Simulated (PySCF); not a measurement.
# F3NS: the cost of one run

Computed with PySCF 2.14.0, with density-fitted response routines of our own, on a single molecule in the gas phase. Atoms are numbered from 0 throughout.

**1. The starting structure**

5 atoms, charge 0, multiplicity 1; geometry from: GFN2-xTB. The atoms were then displaced at random by about 0.01 Å, so the start is not that level's minimum.

Bonds of the start (Å): N0–S1 1.41, S1–F2 1.61, S1–F3 1.60, S1–F4 1.63.

**2. Geometry optimisation at PBE0-D3(BJ)/def2-SVP**

Job settings and geometry (Å):

```
{"job": {"xc": "PBE0", "basis": "def2-SVP", "d3": "d3bj", "grid": 1, "shake": 0.01, "kind": "geom"}, "charge": 0, "multiplicity": 1}
N     -1.732760     0.535160    -0.049830
S     -1.409730     0.522800    -1.426030
F     -0.293560    -0.469410    -2.038070
F     -2.427280     0.175440    -2.607250
F     -0.820740     1.804060    -2.236240
```

Started as:

```sh
$ OMP_NUM_THREADS=1 python probes_run.py task.json out
```

This one command runs all jobs of the session in turn.

**Question.** How long does this first job take on 1 thread of Intel Xeon Platinum 8488C, shared host, and how much memory does it need?

About 12 s, with a peak of 0.33 GiB.
